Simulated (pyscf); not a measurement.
Thermochemistry of product channels of `[OH][Sn][OH]` [singlet] + `[SH2]` on the singlet surface, in kcal/mol, from ωB97M-D3(BJ)/def2-TZVP energies (ideal gas, 1 atm, RRHO with modes under 100 cm⁻¹ raised to 100, one conformer, R ln 2 for chiral ones without a mode under 150 cm⁻¹). Structures and frequencies: ωB97X-D3(BJ)/def2-SVP in PySCF.

```csv
products,ΔE,ΔH(298 K),ΔG(600 K),ΔG(900 K)
`[OH][SnH]([OH])[SH]`,-3.3,-2.6,+16.3,+25.1
`[OH][Sn]([OH])=[S]` + `[H][H]`,+24.9,+23.8,+28.0,+29.4
`[O]=[Sn]([OH])[SH]` + `[H][H]`,+54.6,+51.8,+55.3,+56.3
```

These are energies of the channels, which say nothing of barriers. Elements past Kr carry the def2 core potentials, without spin-orbit coupling.
